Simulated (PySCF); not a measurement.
CHO (charge +1).
SMILES: `C#[O+]`

Closed-shell single points with PySCF (density fitting; grid level 2 and gas phase unless stated) on one GFN2-xTB geometry.

Problem. Rank these settings by the HOMO energy, lowest first.
A. PBE0/pcSseg-1, grid level 1
B. LDA/pcSseg-1, IEF-PCM acetonitrile, energy threshold 1e-07 Eh
C. PW91/def2-SVPD, damping 0.1 at the start, DIIS from the seventh cycle
D. wB97X-D/def2-SVPD
E. CAM-B3LYP/def2-TZVP
F. PBE/def2-TZVPP, grid level 3

Solution. D (-25.09 eV), E (-24.53 eV), A (-23.09 eV), C (-21.53 eV), F (-21.35 eV), B (-15.39 eV).

Problem. Rank these settings by the HOMO–LUMO gap, lowest first.
A. LDA/pcSseg-1, IEF-PCM acetonitrile, energy threshold 1e-07 Eh
B. wB97X-D/def2-SVPD
C. PBE0/pcSseg-1, grid level 1
D. CAM-B3LYP/def2-TZVP
E. PW91/def2-SVPD, damping 0.1 at the start, DIIS from the seventh cycle

Solution. E (10.01 eV), A (10.22 eV), C (13.13 eV), D (15.85 eV), B (17.06 eV).

All figures of these runs:

```
                                                             settings  basis functions  SCF cycles     E (Eh)  HOMO (eV)  LUMO (eV)
PW91/def2-SVPD, damping 0.1 at the start, DIIS from the seventh cycle               51          16  -113.4258     -21.53     -11.52
                                          PBE0/pcSseg-1, grid level 1               39           8  -113.4081     -23.09      -9.96
                                                    wB97X-D/def2-SVPD               51          11  -113.4266     -25.09      -8.03
        LDA/pcSseg-1, IEF-PCM acetonitrile, energy threshold 1e-07 Eh               39           7  -112.7626     -15.39      -5.17
                                         PBE/def2-TZVPP, grid level 3               76          12  -113.4702     -21.35     -11.32
                                                  CAM-B3LYP/def2-TZVP               68          11  -113.5493     -24.53      -8.68
```

wB97X-D ran without the empirical dispersion term, which would shift the total energy alone. Cycle counts include a coarse-grid stage where the run had one. Geometry: GFN2-xTB; no vibrations or thermal averaging.
